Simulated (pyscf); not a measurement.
Structures and frequencies: ωB97X-D3(BJ)/def2-SVP in PySCF. MP2 and CC: frozen core, UHF for open shells. ΔMP2 is the change of the MP2 total energy from the triple- to the quadruple-zeta basis.

**Question.** What is the homolytic dissociation enthalpy (298 K, CCSD(T)/def2-TZVPP + ΔMP2(QZVPP)) of the Cu–H bond of CuH (SMILES [CuH]), to Cu• + H•?

**Answer.** Cu–H to Cu• + H•: 2.75 eV. The CCSD(T) − MP2 part came from Ansatz, without density fitting, on the same reference. The frozen core leaves the outer d or s,p core shells of the metals and heavy elements correlated in the MP2 and CC values, and def2-TZVPP describes them poorly, which can shift differences by a few kcal/mol. Open-shell species with a d-block atom are single-reference here; other states, and whether the spin sits on metal or ligand, were not checked.
